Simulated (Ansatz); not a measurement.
Iridium, fcc: convergence with the k-point mesh

Computed with Ansatz, LDA, scalar-relativistic PAW, on the relaxed cell (a = 3.812 Å; spin not included). Errors count from a run at 420 eV on a Γ-centred 23×23×23 mesh with Fermi-Dirac smearing of 0.1 eV, extrapolated to zero width. Fixed here: cutoff 420 eV, Fermi-Dirac width 0.1 eV. The SCF starts from atomic densities corrected by a trained network.

```csv
k-mesh,E(σ→0) error (meV/atom),P (GPa),SCF iterations
2×2×2,5071.4,82.71,8
4×4×4,-523.1,-10.94,6
5×5×5,265.9,4.92,6
7×7×7,-75.1,-1.52,6
9×9×9,-20.8,-0.73,6
11×11×11,29.4,0.45,6
20×20×20,-0.9,-0.22,6
```

Task: What does the run at 15×15×15 give (k-mesh)?

Result: E(σ→0) error (meV/atom): -4.5; P (GPa): -0.28; SCF iterations: 6.

Within 5 meV/atom of the last row: from 15×15×15 on.
